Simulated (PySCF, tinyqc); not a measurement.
RHF in the sto-3g basis, for BH, spin multiplicity 1, step by step (part 1 of 2). The lowest restricted solution is unstable here: a spin-polarised one lies 0.0018 hartree lower (PySCF). Computed by tinyqc, a small Python program that keeps every step (integrals from PySCF). Settings: charge = 0, multiplicity = 1, basis = sto-3g, energy threshold = 1e-10, iteration cap = 74, orthogonalisation = symmetric, start = Wolfsberg-Helmholz matrix, DIIS depth = 0, method = RHF. Command: `OMP_NUM_THREADS=1 python tinyqc.py 23528 23529 out.jsonl` (the two numbers bound the seeds that draw the settings). One thread of a shared host (Intel(R) Xeon(R) Processor @ 2.60GHz), about 0.06 s of CPU time with the checks. Later iterations appear only in the table of the cycle.

## One-electron integrals

Geometry (angstrom):
```
atom         x         y         z
B     0.000000  0.000000  0.000000
H     0.000000  0.000000  2.278000
```

Basis sto-3g: exponents (1/bohr^2) and contraction coefficients of normalised primitives:
```
element  l (shell)   exponent  coefficient
B            s (1)  48.791113     0.154329
B            s (1)   8.887362     0.535328
B            s (1)   2.405267     0.444635
B            s (2)   2.236956    -0.099967
B            s (2)   0.519821     0.399513
B            s (2)   0.169062     0.700115
B            p (3)   2.236956     0.155916
B            p (3)   0.519821     0.607684
B            p (3)   0.169062     0.391957
H            s (1)   3.425251     0.154329
H            s (1)   0.623914     0.535328
H            s (1)   0.168855     0.444635
```

Overlap, kinetic and nuclear-attraction integrals over the contracted functions; the nuclear repulsion is the sum of Za Zb / Rab.

nuclear repulsion = 1.16149520 hartree

overlap S, order 1B 1s, 1B 2s, 1B 2px, 1B 2py, 1B 2pz, 2H 1s:
$$\begin{pmatrix}
1.000000 & 0.269328 & 0.000000 & 0.000000 & 0.000000 & 0.005396 \\
0.269328 & 1.000000 & 0.000000 & 0.000000 & 0.000000 & 0.103769 \\
0.000000 & 0.000000 & 1.000000 & 0.000000 & 0.000000 & 0.000000 \\
0.000000 & 0.000000 & 0.000000 & 1.000000 & 0.000000 & 0.000000 \\
0.000000 & 0.000000 & 0.000000 & 0.000000 & 1.000000 & 0.142079 \\
0.005396 & 0.103769 & 0.000000 & 0.000000 & 0.142079 & 1.000000
\end{pmatrix}$$

kinetic energy T (hartree), order 1B 1s, 1B 2s, 1B 2px, 1B 2py, 1B 2pz, 2H 1s:
$$\begin{pmatrix}
10.826302 & -0.047967 & 0.000000 & 0.000000 & 0.000000 & -0.002697 \\
-0.047967 & 0.359168 & 0.000000 & 0.000000 & 0.000000 & -0.012426 \\
0.000000 & 0.000000 & 1.123881 & 0.000000 & 0.000000 & 0.000000 \\
0.000000 & 0.000000 & 0.000000 & 1.123881 & 0.000000 & 0.000000 \\
0.000000 & 0.000000 & 0.000000 & 0.000000 & 1.123881 & 0.001588 \\
-0.002697 & -0.012426 & 0.000000 & 0.000000 & 0.001588 & 0.760032
\end{pmatrix}$$

nuclear attraction V (hartree), order 1B 1s, 1B 2s, 1B 2px, 1B 2py, 1B 2pz, 2H 1s:
$$\begin{pmatrix}
-23.379687 & -3.201927 & 0.000000 & 0.000000 & -0.005071 & -0.063462 \\
-3.201927 & -4.003886 & 0.000000 & 0.000000 & -0.051795 & -0.275850 \\
0.000000 & 0.000000 & -3.965361 & 0.000000 & 0.000000 & 0.000000 \\
0.000000 & 0.000000 & 0.000000 & -3.965361 & 0.000000 & 0.000000 \\
-0.005071 & -0.051795 & 0.000000 & 0.000000 & -3.990258 & -0.352361 \\
-0.063462 & -0.275850 & 0.000000 & 0.000000 & -0.352361 & -2.388016
\end{pmatrix}$$

core Hamiltonian H = T + V (hartree), order 1B 1s, 1B 2s, 1B 2px, 1B 2py, 1B 2pz, 2H 1s:
$$\begin{pmatrix}
-12.553385 & -3.249894 & 0.000000 & 0.000000 & -0.005071 & -0.066158 \\
-3.249894 & -3.644718 & 0.000000 & 0.000000 & -0.051795 & -0.288276 \\
0.000000 & 0.000000 & -2.841481 & 0.000000 & 0.000000 & 0.000000 \\
0.000000 & 0.000000 & 0.000000 & -2.841481 & 0.000000 & 0.000000 \\
-0.005071 & -0.051795 & 0.000000 & 0.000000 & -2.866377 & -0.350773 \\
-0.066158 & -0.288276 & 0.000000 & 0.000000 & -0.350773 & -1.627984
\end{pmatrix}$$

## Two-electron integrals

Functions are numbered as in S; the eight-fold symmetry (ij|kl) = (ji|kl) = (kl|ij) leaves the list below.

Two-electron integrals (ij|kl) in chemists' order, unique and non-zero (hartree):
```
(11|11) 2.923513   (21|11) 0.518376   (21|21) 0.109262   (22|11) 0.744229
(22|21) 0.193177   (22|22) 0.544804   (31|31) 0.020264   (32|31) 0.029996
(32|32) 0.120346   (33|11) 0.742491   (33|21) 0.193240   (33|22) 0.544682
(33|33) 0.586773   (41|41) 0.020264   (42|41) 0.029996   (42|42) 0.120346
(43|43) 0.031630   (44|11) 0.742491   (44|21) 0.193240   (44|22) 0.544682
(44|33) 0.523513   (44|44) 0.586773   (51|51) 0.020264   (52|51) 0.029996
(52|52) 0.120346   (53|53) 0.031630   (54|54) 0.031630   (55|11) 0.742491
(55|21) 0.193240   (55|22) 0.544682   (55|33) 0.523513   (55|44) 0.523513
(55|55) 0.586773   (61|11) 0.010209   (61|21) 0.002153   (61|22) 0.003849
(61|33) 0.003830   (61|44) 0.003830   (61|51) 0.000181   (61|52) 0.000336
(61|55) 0.003887   (61|61) 0.000044   (62|11) 0.044013   (62|21) 0.011713
(62|22) 0.039090   (62|33) 0.037872   (62|44) 0.037872   (62|51) 0.001268
(62|52) 0.009201   (62|55) 0.041481   (62|61) 0.000251   (62|62) 0.005313
(63|31) 0.000832   (63|32) 0.004533   (63|53) 0.001523   (63|63) 0.000406
(64|41) 0.000832   (64|42) 0.004533   (64|54) 0.001523   (64|64) 0.000406
(65|11) 0.053001   (65|21) 0.014215   (65|22) 0.049331   (65|33) 0.047152
(65|44) 0.047152   (65|51) 0.001994   (65|52) 0.014085   (65|55) 0.053632
(65|61) 0.000311   (65|62) 0.007589   (65|65) 0.011048   (66|11) 0.232276
(66|21) 0.062555   (66|22) 0.231733   (66|33) 0.223815   (66|44) 0.223815
(66|51) 0.005061   (66|52) 0.050951   (66|55) 0.247414   (66|61) 0.001322
(66|62) 0.047311   (66|65) 0.072962   (66|66) 0.774606
```

## Orthogonalisation

S = U s U^T; symmetric (Loewdin) form X = U s^(-1/2) U^T, so that X^T S X = 1.

eigenvalues of S: [0.707891, 0.867779, 1.000000, 1.000000, 1.127892, 1.296438]

X, order 1B 1s, 1B 2s, 1B 2px, 1B 2py, 1B 2pz, 2H 1s:
$$\begin{pmatrix}
1.028884 & -0.141937 & 0.000000 & 0.000000 & -0.001039 & 0.008447 \\
-0.141937 & 1.033238 & 0.000000 & 0.000000 & 0.005908 & -0.054897 \\
0.000000 & 0.000000 & 1.000000 & 0.000000 & 0.000000 & 0.000000 \\
0.000000 & 0.000000 & 0.000000 & 1.000000 & 0.000000 & 0.000000 \\
-0.001039 & 0.005908 & 0.000000 & 0.000000 & 1.007748 & -0.072467 \\
0.008447 & -0.054897 & 0.000000 & 0.000000 & -0.072467 & 1.012023
\end{pmatrix}$$

## Starting guess

The start is the generalised Wolfsberg-Helmholz matrix (K = 1.75) built on H; D = 2 C_occ C_occ^T.

D at the start, order 1B 1s, 1B 2s, 1B 2px, 1B 2py, 1B 2pz, 2H 1s:
$$\begin{pmatrix}
1.946955 & 0.087286 & 0.000000 & 0.000000 & -0.064740 & -0.016085 \\
0.087286 & 0.026983 & 0.000000 & 0.000000 & 0.204712 & 0.026727 \\
0.000000 & 0.000000 & 1.998822 & -0.048519 & 0.000000 & 0.000000 \\
0.000000 & 0.000000 & -0.048519 & 0.001178 & 0.000000 & 0.000000 \\
-0.064740 & 0.204712 & 0.000000 & 0.000000 & 1.870537 & 0.247550 \\
-0.016085 & 0.026727 & 0.000000 & 0.000000 & 0.247550 & 0.032790
\end{pmatrix}$$

## Iteration 1: building the Fock matrix

J_ij = sum D_kl (ij|kl), K_ij = sum D_kl (ik|jl); F = H + J - 0.5 K; E = tr D H + tr D J / 2 - 0.25 tr D K + E_nn.

Coulomb J (hartree), order 1B 1s, 1B 2s, 1B 2px, 1B 2py, 1B 2pz, 2H 1s:
$$\begin{pmatrix}
8.712246 & 1.791130 & 0.000000 & 0.000000 & 0.010872 & 0.035613 \\
1.791130 & 3.639604 & 0.000000 & 0.000000 & 0.054514 & 0.251314 \\
0.000000 & 0.000000 & 3.679336 & -0.003069 & 0.000000 & 0.000000 \\
0.000000 & 0.000000 & -0.003069 & 3.552967 & 0.000000 & 0.000000 \\
0.010872 & 0.054514 & 0.000000 & 0.000000 & 3.675394 & 0.315393 \\
0.035613 & 0.251314 & 0.000000 & 0.000000 & 0.315393 & 1.464046
\end{pmatrix}$$

exchange K (hartree), order 1B 1s, 1B 2s, 1B 2px, 1B 2py, 1B 2pz, 2H 1s:
$$\begin{pmatrix}
5.863700 & 1.205145 & 0.000000 & 0.000000 & -0.002682 & 0.028658 \\
1.205145 & 0.733397 & 0.000000 & 0.000000 & 0.137006 & 0.074425 \\
0.000000 & 0.000000 & 1.280975 & -0.026935 & 0.000000 & 0.000000 \\
0.000000 & 0.000000 & -0.026935 & 0.171996 & 0.000000 & 0.000000 \\
-0.002682 & 0.137006 & 0.000000 & 0.000000 & 1.236380 & 0.182954 \\
0.028658 & 0.074425 & 0.000000 & 0.000000 & 0.182954 & 0.088827
\end{pmatrix}$$

Fock matrix F (hartree), order 1B 1s, 1B 2s, 1B 2px, 1B 2py, 1B 2pz, 2H 1s:
$$\begin{pmatrix}
-6.772989 & -2.061337 & 0.000000 & 0.000000 & 0.007142 & -0.044875 \\
-2.061337 & -0.371812 & 0.000000 & 0.000000 & -0.065785 & -0.074174 \\
0.000000 & 0.000000 & 0.197368 & 0.010398 & 0.000000 & 0.000000 \\
0.000000 & 0.000000 & 0.010398 & 0.625488 & 0.000000 & 0.000000 \\
0.007142 & -0.065785 & 0.000000 & 0.000000 & 0.190827 & -0.126857 \\
-0.044875 & -0.074174 & 0.000000 & 0.000000 & -0.126857 & -0.208352
\end{pmatrix}$$

total energy of this density = -23.49725766 hartree

## Iteration 1: diagonalisation and new density

Diagonalise F' = X^T F X, C = X C', fill 3 alpha and 3 beta electrons from the bottom; D = 2 C_occ C_occ^T. Each column has its largest component positive (the first on a tie).

F' = X^T F X (hartree):
$$\begin{pmatrix}
-6.575981 & -1.187650 & 0.000000 & 0.000000 & 0.012953 & 0.018333 \\
-1.187650 & 0.077582 & 0.000000 & 0.000000 & -0.056355 & -0.060908 \\
0.000000 & 0.000000 & 0.197368 & 0.010398 & 0.000000 & 0.000000 \\
0.000000 & 0.000000 & 0.010398 & 0.625488 & 0.000000 & 0.000000 \\
0.012953 & -0.056355 & 0.000000 & 0.000000 & 0.210493 & -0.125675 \\
0.018333 & -0.060908 & 0.000000 & 0.000000 & -0.125675 & -0.186533
\end{pmatrix}$$

orbital energies (hartree): MO1 -6.781629, MO2 -0.234398, MO3 0.197116, MO4 0.226413, MO5 0.315176, MO6 0.625740

coefficients C, order 1B 1s, 1B 2s, 1B 2px, 1B 2py, 1B 2pz, 2H 1s:
$$\begin{pmatrix}
0.989578 & -0.037570 & 0.000000 & -0.153296 & -0.273212 & 0.000000 \\
0.036470 & 0.103451 & 0.000000 & 0.517374 & 0.900593 & 0.000000 \\
0.000000 & 0.000000 & 0.999706 & 0.000000 & 0.000000 & 0.024267 \\
0.000000 & 0.000000 & -0.024267 & 0.000000 & 0.000000 & 0.999706 \\
-0.000406 & 0.221044 & 0.000000 & 0.851651 & -0.496662 & 0.000000 \\
-0.002195 & 0.929081 & 0.000000 & -0.411485 & 0.003278 & 0.000000
\end{pmatrix}$$

D after iteration 1, order 1B 1s, 1B 2s, 1B 2px, 1B 2py, 1B 2pz, 2H 1s:
$$\begin{pmatrix}
1.961353 & 0.064406 & 0.000000 & 0.000000 & -0.017413 & -0.074155 \\
0.064406 & 0.024064 & 0.000000 & 0.000000 & 0.045705 & 0.192068 \\
0.000000 & 0.000000 & 1.998822 & -0.048519 & 0.000000 & 0.000000 \\
0.000000 & 0.000000 & -0.048519 & 0.001178 & 0.000000 & 0.000000 \\
-0.017413 & 0.045705 & 0.000000 & 0.000000 & 0.097721 & 0.410738 \\
-0.074155 & 0.192068 & 0.000000 & 0.000000 & 0.410738 & 1.726394
\end{pmatrix}$$

## Iteration 2: building the Fock matrix

As before.

Coulomb J (hartree), order 1B 1s, 1B 2s, 1B 2px, 1B 2py, 1B 2pz, 2H 1s:
$$\begin{pmatrix}
7.836194 & 1.564657 & 0.000000 & 0.000000 & 0.012872 & 0.031086 \\
1.564657 & 3.095313 & 0.000000 & 0.000000 & 0.112973 & 0.259284 \\
0.000000 & 0.000000 & 3.158021 & -0.003069 & 0.000000 & 0.000000 \\
0.000000 & 0.000000 & -0.003069 & 3.031652 & 0.000000 & 0.000000 \\
0.012872 & 0.112973 & 0.000000 & 0.000000 & 3.085202 & 0.345640 \\
0.031086 & 0.259284 & 0.000000 & 0.000000 & 0.345640 & 2.360687
\end{pmatrix}$$

exchange K (hartree), order 1B 1s, 1B 2s, 1B 2px, 1B 2py, 1B 2pz, 2H 1s:
$$\begin{pmatrix}
5.845488 & 1.139918 & 0.000000 & 0.000000 & -0.001276 & 0.024243 \\
1.139918 & 0.534756 & 0.000000 & 0.000000 & 0.072527 & 0.165623 \\
0.000000 & 0.000000 & 1.226056 & -0.026935 & 0.000000 & 0.000000 \\
0.000000 & 0.000000 & -0.026935 & 0.117077 & 0.000000 & 0.000000 \\
-0.001276 & 0.072527 & 0.000000 & 0.000000 & 0.235349 & 0.254370 \\
0.024243 & 0.165623 & 0.000000 & 0.000000 & 0.254370 & 1.418010
\end{pmatrix}$$

Fock matrix F (hartree), order 1B 1s, 1B 2s, 1B 2px, 1B 2py, 1B 2pz, 2H 1s:
$$\begin{pmatrix}
-7.639935 & -2.255196 & 0.000000 & 0.000000 & 0.008439 & -0.047195 \\
-2.255196 & -0.816784 & 0.000000 & 0.000000 & 0.024914 & -0.111803 \\
0.000000 & 0.000000 & -0.296487 & 0.010398 & 0.000000 & 0.000000 \\
0.000000 & 0.000000 & 0.010398 & 0.131632 & 0.000000 & 0.000000 \\
0.008439 & 0.024914 & 0.000000 & 0.000000 & 0.101151 & -0.132319 \\
-0.047195 & -0.111803 & 0.000000 & 0.000000 & -0.132319 & 0.023697
\end{pmatrix}$$

total energy of this density = -23.97615384 hartree

## Iteration 2: diagonalisation and new density

As before.

F' = X^T F X (hartree):
$$\begin{pmatrix}
-7.445984 & -1.206541 & 0.000000 & 0.000000 & 0.001106 & 0.024348 \\
-1.206541 & -0.352029 & 0.000000 & 0.000000 & 0.038928 & -0.096673 \\
0.000000 & 0.000000 & -0.296487 & 0.010398 & 0.000000 & 0.000000 \\
0.000000 & 0.000000 & 0.010398 & 0.131632 & 0.000000 & 0.000000 \\
0.001106 & 0.038928 & 0.000000 & 0.000000 & 0.122533 & -0.147027 \\
0.024348 & -0.096673 & 0.000000 & 0.000000 & -0.147027 & 0.055099
\end{pmatrix}$$

orbital energies (hartree): MO1 -7.645594, MO2 -0.296740, MO3 -0.193895, MO4 -0.041415, MO5 0.131885, MO6 0.260523

coefficients C, order 1B 1s, 1B 2s, 1B 2px, 1B 2py, 1B 2pz, 2H 1s:
$$\begin{pmatrix}
0.991917 & 0.000000 & -0.275840 & 0.115379 & 0.000000 & -0.074308 \\
0.028643 & 0.000000 & 0.925042 & -0.401576 & 0.000000 & 0.270169 \\
0.000000 & 0.999706 & 0.000000 & 0.000000 & 0.024267 & 0.000000 \\
0.000000 & -0.024267 & 0.000000 & 0.000000 & 0.999706 & 0.000000 \\
-0.000969 & 0.000000 & 0.057187 & 0.624389 & 0.000000 & 0.792282 \\
-0.001657 & 0.000000 & 0.358803 & 0.632624 & 0.000000 & -0.709628
\end{pmatrix}$$

D after iteration 2, order 1B 1s, 1B 2s, 1B 2px, 1B 2py, 1B 2pz, 2H 1s:
$$\begin{pmatrix}
2.119974 & -0.453506 & 0.000000 & 0.000000 & -0.033471 & -0.201232 \\
-0.453506 & 1.713044 & 0.000000 & 0.000000 & 0.105746 & 0.663721 \\
0.000000 & 0.000000 & 1.998822 & -0.048519 & 0.000000 & 0.000000 \\
0.000000 & 0.000000 & -0.048519 & 0.001178 & 0.000000 & 0.000000 \\
-0.033471 & 0.105746 & 0.000000 & 0.000000 & 0.006543 & 0.041041 \\
-0.201232 & 0.663721 & 0.000000 & 0.000000 & 0.041041 & 0.257485
\end{pmatrix}$$

## Iteration 3: building the Fock matrix

As before.

Coulomb J (hartree), order 1B 1s, 1B 2s, 1B 2px, 1B 2py, 1B 2pz, 2H 1s:
$$\begin{pmatrix}
8.610812 & 1.750463 & 0.000000 & 0.000000 & 0.008065 & 0.034709 \\
1.750463 & 3.542791 & 0.000000 & 0.000000 & 0.049798 & 0.247278 \\
0.000000 & 0.000000 & 3.618982 & -0.003069 & 0.000000 & 0.000000 \\
0.000000 & 0.000000 & -0.003069 & 3.492613 & 0.000000 & 0.000000 \\
0.008065 & 0.049798 & 0.000000 & 0.000000 & 3.504329 & 0.311116 \\
0.034709 & 0.247278 & 0.000000 & 0.000000 & 0.311116 & 1.560045
\end{pmatrix}$$

exchange K (hartree), order 1B 1s, 1B 2s, 1B 2px, 1B 2py, 1B 2pz, 2H 1s:
$$\begin{pmatrix}
5.954206 & 1.104160 & 0.000000 & 0.000000 & -0.002646 & 0.017802 \\
1.104160 & 1.280469 & 0.000000 & 0.000000 & 0.102820 & 0.238608 \\
0.000000 & 0.000000 & 1.400919 & -0.026935 & 0.000000 & 0.000000 \\
0.000000 & 0.000000 & -0.026935 & 0.291941 & 0.000000 & 0.000000 \\
-0.002646 & 0.102820 & 0.000000 & 0.000000 & 0.314149 & 0.091662 \\
0.017802 & 0.238608 & 0.000000 & 0.000000 & 0.091662 & 0.279144
\end{pmatrix}$$

Fock matrix F (hartree), order 1B 1s, 1B 2s, 1B 2px, 1B 2py, 1B 2pz, 2H 1s:
$$\begin{pmatrix}
-6.919676 & -2.051511 & 0.000000 & 0.000000 & 0.004317 & -0.040350 \\
-2.051511 & -0.742162 & 0.000000 & 0.000000 & -0.053407 & -0.160302 \\
0.000000 & 0.000000 & 0.077042 & 0.010398 & 0.000000 & 0.000000 \\
0.000000 & 0.000000 & 0.010398 & 0.505162 & 0.000000 & 0.000000 \\
0.004317 & -0.053407 & 0.000000 & 0.000000 & 0.480877 & -0.085489 \\
-0.040350 & -0.160302 & 0.000000 & 0.000000 & -0.085489 & -0.207512
\end{pmatrix}$$

total energy of this density = -24.14704709 hartree

## Iteration 3: diagonalisation and new density

As before.

F' = X^T F X (hartree):
$$\begin{pmatrix}
-6.741301 & -1.102993 & 0.000000 & 0.000000 & 0.007605 & 0.031029 \\
-1.102993 & -0.313651 & 0.000000 & 0.000000 & -0.039416 & -0.131255 \\
0.000000 & 0.000000 & 0.077042 & 0.010398 & 0.000000 & 0.000000 \\
0.000000 & 0.000000 & 0.010398 & 0.505162 & 0.000000 & 0.000000 \\
0.007605 & -0.039416 & 0.000000 & 0.000000 & 0.499232 & -0.105967 \\
0.031029 & -0.131255 & 0.000000 & 0.000000 & -0.105967 & -0.181603
\end{pmatrix}$$

orbital energies (hartree): MO1 -6.925320, MO2 -0.307026, MO3 -0.020932, MO4 0.076789, MO5 0.505414, MO6 0.515955

coefficients C, order 1B 1s, 1B 2s, 1B 2px, 1B 2py, 1B 2pz, 2H 1s:
$$\begin{pmatrix}
0.991499 & -0.183656 & -0.248928 & 0.000000 & 0.000000 & 0.007435 \\
0.030062 & 0.602471 & 0.852373 & 0.000000 & 0.000000 & -0.019002 \\
0.000000 & 0.000000 & 0.000000 & 0.999706 & 0.024267 & 0.000000 \\
0.000000 & 0.000000 & 0.000000 & -0.024267 & 0.999706 & 0.000000 \\
-0.000113 & 0.081184 & -0.015943 & 0.000000 & 0.000000 & 1.006975 \\
-0.002044 & 0.740356 & -0.661669 & 0.000000 & 0.000000 & -0.215849
\end{pmatrix}$$

D after iteration 3, order 1B 1s, 1B 2s, 1B 2px, 1B 2py, 1B 2pz, 2H 1s:
$$\begin{pmatrix}
2.157532 & -0.586041 & 0.000000 & 0.000000 & -0.022107 & 0.053422 \\
-0.586041 & 2.180831 & 0.000000 & 0.000000 & 0.070637 & -0.236015 \\
0.000000 & 0.000000 & 0.000000 & 0.000000 & 0.000000 & 0.000000 \\
0.000000 & 0.000000 & 0.000000 & 0.000000 & 0.000000 & 0.000000 \\
-0.022107 & 0.070637 & 0.000000 & 0.000000 & 0.013690 & 0.141308 \\
0.053422 & -0.236015 & 0.000000 & 0.000000 & 0.141308 & 1.971873
\end{pmatrix}$$

## Iteration 4: building the Fock matrix

As before.

Coulomb J (hartree), order 1B 1s, 1B 2s, 1B 2px, 1B 2py, 1B 2pz, 2H 1s:
$$\begin{pmatrix}
7.786509 & 1.536351 & 0.000000 & 0.000000 & 0.013306 & 0.030569 \\
1.536351 & 3.027711 & 0.000000 & 0.000000 & 0.115818 & 0.261246 \\
0.000000 & 0.000000 & 3.007673 & 0.000000 & 0.000000 & 0.000000 \\
0.000000 & 0.000000 & 0.000000 & 3.007673 & 0.000000 & 0.000000 \\
0.013306 & 0.115818 & 0.000000 & 0.000000 & 3.055208 & 0.351354 \\
0.030569 & 0.261246 & 0.000000 & 0.000000 & 0.351354 & 2.469410
\end{pmatrix}$$

exchange K (hartree), order 1B 1s, 1B 2s, 1B 2px, 1B 2py, 1B 2pz, 2H 1s:
$$\begin{pmatrix}
5.938764 & 1.039445 & 0.000000 & 0.000000 & -0.000243 & 0.021413 \\
1.039445 & 1.194966 & 0.000000 & 0.000000 & 0.051870 & 0.133752 \\
0.000000 & 0.000000 & 0.270628 & 0.000000 & 0.000000 & 0.000000 \\
0.000000 & 0.000000 & 0.000000 & 0.270628 & 0.000000 & 0.000000 \\
-0.000243 & 0.051870 & 0.000000 & 0.000000 & 0.309555 & 0.190912 \\
0.021413 & 0.133752 & 0.000000 & 0.000000 & 0.190912 & 1.538451
\end{pmatrix}$$

Fock matrix F (hartree), order 1B 1s, 1B 2s, 1B 2px, 1B 2py, 1B 2pz, 2H 1s:
$$\begin{pmatrix}
-7.736258 & -2.233265 & 0.000000 & 0.000000 & 0.008357 & -0.046296 \\
-2.233265 & -1.214490 & 0.000000 & 0.000000 & 0.038088 & -0.093906 \\
0.000000 & 0.000000 & 0.030879 & 0.000000 & 0.000000 & 0.000000 \\
0.000000 & 0.000000 & 0.000000 & 0.030879 & 0.000000 & 0.000000 \\
0.008357 & 0.038088 & 0.000000 & 0.000000 & 0.034054 & -0.094876 \\
-0.046296 & -0.093906 & 0.000000 & 0.000000 & -0.094876 & 0.072200
\end{pmatrix}$$

total energy of this density = -24.34459283 hartree

## Iteration 4: diagonalisation and new density

As before.

F' = X^T F X (hartree):
$$\begin{pmatrix}
-7.562391 & -1.110193 & 0.000000 & 0.000000 & 0.000189 & 0.017994 \\
-1.110193 & -0.786722 & 0.000000 & 0.000000 & 0.046543 & -0.058283 \\
0.000000 & 0.000000 & 0.030879 & 0.000000 & 0.000000 & 0.000000 \\
0.000000 & 0.000000 & 0.000000 & 0.030879 & 0.000000 & 0.000000 \\
0.000189 & 0.046543 & 0.000000 & 0.000000 & 0.049306 & -0.107727 \\
0.017994 & -0.058283 & 0.000000 & 0.000000 & -0.107727 & 0.095836
\end{pmatrix}$$

orbital energies (hartree): MO1 -7.739675, MO2 -0.616658, MO3 -0.037615, MO4 0.030879, MO5 0.030879, MO6 0.189978

coefficients C, order 1B 1s, 1B 2s, 1B 2px, 1B 2py, 1B 2pz, 2H 1s:
$$\begin{pmatrix}
0.993625 & -0.300307 & 0.007043 & 0.000000 & 0.000000 & 0.036002 \\
0.022806 & 1.033529 & -0.033600 & 0.000000 & 0.000000 & -0.144723 \\
0.000000 & 0.000000 & 0.000000 & 0.964540 & -0.263937 & 0.000000 \\
0.000000 & 0.000000 & 0.000000 & 0.263937 & 0.964540 & 0.000000 \\
-0.001003 & -0.056353 & 0.739533 & 0.000000 & 0.000000 & -0.686118 \\
-0.001365 & 0.025559 & 0.578352 & 0.000000 & 0.000000 & 0.835093
\end{pmatrix}$$

D after iteration 4, order 1B 1s, 1B 2s, 1B 2px, 1B 2py, 1B 2pz, 2H 1s:
$$\begin{pmatrix}
2.155050 & -0.575903 & 0.000000 & 0.000000 & 0.042269 & -0.009918 \\
-0.575903 & 2.139663 & 0.000000 & 0.000000 & -0.166227 & 0.013904 \\
0.000000 & 0.000000 & 0.000000 & 0.000000 & 0.000000 & 0.000000 \\
0.000000 & 0.000000 & 0.000000 & 0.000000 & 0.000000 & 0.000000 \\
0.042269 & -0.166227 & 0.000000 & 0.000000 & 1.100171 & 0.852543 \\
-0.009918 & 0.013904 & 0.000000 & 0.000000 & 0.852543 & 0.670293
\end{pmatrix}$$

Within a degenerate level the vectors are fixed only up to a rotation; this is one choice.
